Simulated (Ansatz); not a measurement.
in.yaml

```yaml
crystal:
  periodic: [false, false, false]
  atoms:
    - {symbol: Si, position_ang: [0.000000, 0.000000, 0.648898]}
    - {symbol: C, position_ang: [0.000000, 0.000000, -1.754102]}
    - {symbol: H, position_ang: [0.000000, 1.271280, 1.410478]}
    - {symbol: H, position_ang: [0.000000, -1.271280, 1.410478]}
basis:
  gaussian: {orbitals: cc-pVDZ}
magnetization: {spin_polarized: false}
correlation: {method: ccsdtq, electrons: outside_noble_gas}
```

```sh
$ ansatz run in.yaml --threads 2 --pin off --events-out ev --progress --plain --max-ram 16896MiB --backend cuda --devices 0, --max-vram 18GiB
```

The program prints:

```
777 factors; integrals over basis functions are off by at most 1.9e-7 eV
mean field evaluation 1: about -8914.4282 eV, gradient 1.3e1 eV
mean field evaluation 2: about -8914.4293 eV, gradient 1.3e1 eV
mean field evaluation 4: about -8915.6119 eV, gradient 2.5e0 eV
mean field evaluation 8: about -8915.7512 eV, gradient 1.6e-1 eV
mean field evaluation 16: about -8915.6106 eV, gradient 2.5e0 eV
mean field evaluation 32: about -8915.4244 eV, gradient 1.3e0 eV
mean field evaluation 64: about -8915.0879 eV, gradient 8.3e-1 eV
mean field evaluation 96: about -8910.8314 eV, gradient 9.1e-2 eV
mean field evaluation 128: about -8915.0964 eV, gradient 6.3e-2 eV
mean field evaluation 160: about -8911.1259 eV, gradient 3.0e-4 eV
...
mean field -8915.75072060 eV, -327.6477956691 hartree, gradient 2.6e-6 eV, S^2 0.000000; 8 other end points of the search recorded, 0 dependent functions left out; unrestricted orbitals would lower it
...
determinant -8915.75072060 eV, -327.6477956691 hartree, with singles and doubles -8923.06733811 eV, -327.9166764033 hartree
determinant -8915.09648150 eV, -327.6237528256 hartree, with singles and doubles -8921.23667768 eV, -327.8494008733 hartree
unrestricted determinant -8917.65627187 eV, -327.7178233868 hartree, S^2 1.4565
6 core orbitals not correlated: weight in the atoms' cores, before any rotation towards them, 1.000 or more for the frozen orbitals, at most 0.000 for the correlated occupied ones
reference -8915.75072060 eV, -327.6477956691 hartree; 5, 5 occupied and 31, 31 virtual orbitals, 777 factors
second order -5.75239943 eV of doubles, -0.00000000 eV of singles
...
cycle  19  -7.98473223 eV  change   -7.5e-5 eV  update   7.6e-5
cycle  20  -7.98468043 eV  change    5.2e-5 eV  update   4.3e-5
cycle  21  -7.98465038 eV  change    3.0e-5 eV  update   1.7e-5
cycle  22  -7.98463644 eV  change    1.4e-5 eV  update   1.0e-5
cycle  23  -7.98463562 eV  change    8.2e-7 eV  update   6.6e-6
cycle  24  -7.98463231 eV  change    3.3e-6 eV  update   4.0e-6
cycle  25  -7.98463398 eV  change   -1.7e-6 eV  update   2.5e-6
cycle  26  -7.98463709 eV  change   -3.1e-6 eV  update   1.6e-6
cycle  27  -7.98463708 eV  change    7.0e-9 eV  update   9.9e-7
cycle  28  -7.98463781 eV  change   -7.3e-7 eV  update   7.7e-7
Total energy: -8923.73535841 eV, -327.9412256965 hartree
```

The T1 diagnostic is 0.115.

Ran on 2 threads of AMD EPYC 7R13 with a shared H100 80 GB, shared host: 12 s wall, 0.85 GiB peak host memory.
